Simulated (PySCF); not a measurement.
# Partial charges of glycidol

Species: glycidol, C3H6O2.
Z-matrix (Å and degrees, PBE0-D3(BJ)/def2-SVP geometry), rows numbered from 1:
```
O 
C   1  1.3991
C   2  1.5017  1  111.20
C   3  1.4615  2  122.23  1  -137.33
O   4  1.4103  3   59.19  2   100.40
H   1  0.9648  2  106.65  3    55.72
H   2  1.1091  1  112.17  3  -121.98
H   2  1.1019  1  107.29  3   120.33
H   3  1.0998  2  115.29  1    64.44
H   4  1.0982  3  119.44  5  -104.20
H   4  1.0973  3  119.54  5   104.08
```

Density: PBE0/pcSseg-1 (PySCF); schemes: Mulliken, IAO, Hirshfeld and ESP-fitted. Geometry: PBE0-D3(BJ)/def2-SVP, one conformer, isolated molecule.

**Question.** For which atoms does the sign change between the 4 schemes (beyond +0.03 e in one, beyond −0.03 e in another)?

**Answer.** C2, C3 and C4. Atomic charges aren't observables, and each scheme defines them in its own way.

**Question.** At which atom do the 4 schemes differ most?

**Answer.** At O1: from -0.598 (ESP-fitted) to -0.230 e (Hirshfeld), 0.368 e apart.

**Question.** Tabulate the Mulliken, IAO, Hirshfeld and ESP-fitted charges.

**Answer.** In e:

```json
{"atom": "O1", "environment": "alcohol oxygen", "Mulliken": "-0.450", "IAO": "-0.542", "Hirshfeld": "-0.230", "ESP-fitted": "-0.598"}
{"atom": "C2", "environment": "carbinol carbon (C–OH)", "Mulliken": "+0.148", "IAO": "-0.053", "Hirshfeld": "-0.003", "ESP-fitted": "+0.167"}
{"atom": "C3", "environment": "sp3 carbon bound to oxygen", "Mulliken": "-0.141", "IAO": "+0.042", "Hirshfeld": "+0.014", "ESP-fitted": "-0.166"}
{"atom": "C4", "environment": "sp3 carbon bound to oxygen", "Mulliken": "+0.039", "IAO": "-0.084", "Hirshfeld": "-0.015", "ESP-fitted": "-0.190"}
{"atom": "O5", "environment": "epoxide oxygen", "Mulliken": "-0.429", "IAO": "-0.413", "Hirshfeld": "-0.169", "ESP-fitted": "-0.241"}
{"atom": "H6", "environment": "hydroxyl hydrogen", "Mulliken": "+0.235", "IAO": "+0.354", "Hirshfeld": "+0.163", "ESP-fitted": "+0.414"}
{"atom": "H7", "environment": "methylene hydrogen", "Mulliken": "+0.093", "IAO": "+0.117", "Hirshfeld": "+0.035", "ESP-fitted": "+0.042"}
{"atom": "H8", "environment": "methylene hydrogen", "Mulliken": "+0.121", "IAO": "+0.151", "Hirshfeld": "+0.050", "ESP-fitted": "+0.087"}
{"atom": "H9", "environment": "methine hydrogen", "Mulliken": "+0.129", "IAO": "+0.141", "Hirshfeld": "+0.049", "ESP-fitted": "+0.178"}
{"atom": "H10", "environment": "methylene hydrogen", "Mulliken": "+0.124", "IAO": "+0.140", "Hirshfeld": "+0.051", "ESP-fitted": "+0.157"}
{"atom": "H11", "environment": "methylene hydrogen", "Mulliken": "+0.131", "IAO": "+0.146", "Hirshfeld": "+0.055", "ESP-fitted": "+0.152"}
```

Mean size of the charges over all atoms: ESP-fitted 0.217 e, IAO 0.198 e, Mulliken 0.185 e, Hirshfeld 0.076 e. Each set sums to the total charge, 0, to within 0.001 e. The IAO scheme counts the electrons in orthogonalised intrinsic atomic orbitals, a minimal basis polarised so that it spans the occupied orbitals exactly.

**Question.** Sum the charges by element.

**Answer.** 
```tsv
element	atoms	Mulliken	IAO	Hirshfeld	ESP-fitted
O	2	-0.879	-0.955	-0.399	-0.840
C	3	+0.046	-0.095	-0.004	-0.189
H	6	+0.833	+1.050	+0.403	+1.029
```

**Question.** How closely do the schemes follow one another over all atoms?

**Answer.** Correlation coefficient and root-mean-square difference: IAO with Hirshfeld 0.99, 0.149 e; Mulliken with Hirshfeld 0.93, 0.134 e; Mulliken with IAO 0.92, 0.102 e; Hirshfeld with ESP-fitted 0.91, 0.174 e; IAO with ESP-fitted 0.90, 0.117 e; Mulliken with ESP-fitted 0.90, 0.117 e.

**Question.** How many electrons does the Mulliken scheme count on C2?

**Answer.** Z − q = 6 − (+0.148) = 5.852.
